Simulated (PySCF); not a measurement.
# Fluorine: a sound run and one with changed settings

Sound run: F [He] 2s2 2p5, F⁺ [He] 2s2 2p4. Computed with PySCF 2.14 in def2-TZVP, with no relativity, point nucleus. The sound run starts from symmetry-adapted Hartree-Fock orbitals and uses a fine grid where one is needed.

Changed run: initial guess 1e, at most 50 SCF cycles, level shift 10.0 hartree.

```
species  method  sound run (hartree)  changed run (hartree)  converged
      F     UHF            -99.41180              -99.41180         no
      F   M06-L            -99.75374              -99.75360         no
      F    MN15            -99.68628              -99.68624         no
     F⁺     UHF            -98.83647              -98.83647         no
     F⁺   M06-L            -99.12123              -99.12122         no
     F⁺    MN15            -99.04016              -99.04015         no
```

A level shift slows the SCF but leaves a converged energy unchanged.
